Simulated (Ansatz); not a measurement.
Reaction (SMILES): C#C (C2H2) + 3 [H][H] (H2) → 2 C (CH4)
B3LYP-D3(BJ)/def2-TZVP geometries, fixed; electronic energies without zero-point terms.
Largest species:
```
C
H 1 1.0892
H 1 1.0892 2 109.47
H 1 1.0892 2 109.47 3 120.00
H 1 1.0892 2 109.47 3 -120.00
```
Charge 0, spin multiplicity 1.

Basis-set convergence of the energy of full hydrogenation at HF with Ansatz (an electronic-structure program). All functions are spherical. No added dispersion term, no relativity. Functions are those of the species that has most. Reference: the value in aug-pcseg-3, -111.14 kcal/mol, itself unsure by roughly 0.07 kcal/mol (its mean distance from aug-cc-pVQZ, def2-QZVPPD, pcseg-3). Deviations are taken from unrounded values.

```
basis            functions
---------------  ---------
cc-pVDZ                 38
aug-cc-pVDZ             64
cc-pVTZ                 88
jun-cc-pV(T+d)Z        106
aug-cc-pVTZ            138
cc-pVQZ                175
aug-cc-pVQZ            264
```

**Question.** Which is the smallest correlation-consistent set listed that can be trusted to 1 kcal/mol here, that is, within that of the reference together with its larger relatives (same family, alike in diffuse functions; a set with none to test it counts only in the reference's own line)?

**Answer.** The smallest set listed that lies within 1 kcal/mol of the reference with all its larger relatives (same family, alike in diffuse functions; a set with none counts only in the reference's own line) is cc-pVTZ (88 functions, -0.55 kcal/mol off). Value minus reference: cc-pVDZ -5.08, aug-cc-pVDZ -4.41, cc-pVTZ -0.55, jun-cc-pV(T+d)Z -0.40, aug-cc-pVTZ -0.24, cc-pVQZ 0.01, aug-cc-pVQZ 0.08 kcal/mol.
